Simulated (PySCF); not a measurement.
Propargyl chloride, C3H3Cl.
Bonds: C1–C2 (triple), C2–C3, C3–Cl4. Hydrogens: H5 on C1; H6, H7 on C3.

The same species was optimised twice, with GFN2-xTB and with PBE0-D3(BJ)/def2-SVP (PySCF), and the same property calculations (PySCF, gas phase) were run on both structures.

| coordinate | GFN2-xTB | PBE0-D3(BJ)/def2-SVP | change |
| --- | --- | --- | --- |
| C1–H5 (Å) | 1.049 | 1.075 | +0.026 |
| C1≡C2 (Å) | 1.197 | 1.210 | +0.013 |
| C3–Cl4 (Å) | 1.805 | 1.794 | -0.011 |
| C2–C3 (Å) | 1.439 | 1.449 | +0.010 |
| C3–H7 (Å) | 1.091 | 1.100 | +0.009 |
| C3–H6 (Å) | 1.091 | 1.099 | +0.008 |
| C2–C3–Cl4 (°) | 110.2 | 112.6 | +2.4 |
| H6–C3–H7 (°) | 110.6 | 108.3 | -2.3 |
| C1–C2–C3 (°) | 177.6 | 179.2 | +1.6 |
| C2–C1–H5 (°) | 178.6 | 179.7 | +1.1 |
| C2–C3–H6 (°) | 111.1 | 110.8 | -0.3 |
| C2–C3–H7 (°) | 111.0 | 110.8 | -0.2 |
| Cl4–C3–H7 (°) | 106.9 | 107.1 | +0.2 |
| Cl4–C3–H6 (°) | 106.9 | 107.1 | +0.2 |

Rotational constants: A = 22774, B = 3189, C = 2849 MHz (GFN2-xTB) against A = 24707, B = 3041, C = 2755 MHz (PBE0-D3(BJ)/def2-SVP). Point groups within 0.08 Å: Cs and Cs.

On the GFN2-xTB structure: HOMO (eV) -8.24 [PBE0/pcSseg-1]; LUMO (eV) -0.43 [PBE0/pcSseg-1]; dipole (D) 1.83 [PBE0/pcSseg-1]; GIAO shielding of C1 (ppm) 102.4 [PBE0/pcSseg-1]; GIAO shielding of C2 (ppm) 103.3 [PBE0/pcSseg-1]; GIAO shielding of C3 (ppm) 149.5 [PBE0/pcSseg-1]; GIAO shielding of Cl4 (ppm) 798.7 [PBE0/pcSseg-1].

Question: What do these properties become on the PBE0-D3(BJ)/def2-SVP structure?

Answer: 
```csv
property,level,on GFN2-xTB,on PBE0-D3(BJ)/def2-SVP,change
HOMO (eV),PBE0/pcSseg-1,-8.24,-8.17,+0.07
LUMO (eV),PBE0/pcSseg-1,-0.43,-0.39,+0.04
dipole (D),PBE0/pcSseg-1,1.83,1.85,+0.02
"energy, GFN2-xTB geometry as zero (kcal/mol)",PBE0/pcSseg-1,0.0,-0.3,-0.3
GIAO shielding of C1 (ppm),PBE0/pcSseg-1,102.4,101.7,-0.7
GIAO shielding of C2 (ppm),PBE0/pcSseg-1,103.3,102.8,-0.5
GIAO shielding of C3 (ppm),PBE0/pcSseg-1,149.5,148.8,-0.7
GIAO shielding of Cl4 (ppm),PBE0/pcSseg-1,798.7,818.1,+19.4
```

The heavy atoms differ by 0.045 Å rms after alignment. Among all bonds C1–H5 changes most (+0.026 Å). Changes are differences of the printed values. Neither structure is proved a minimum here.
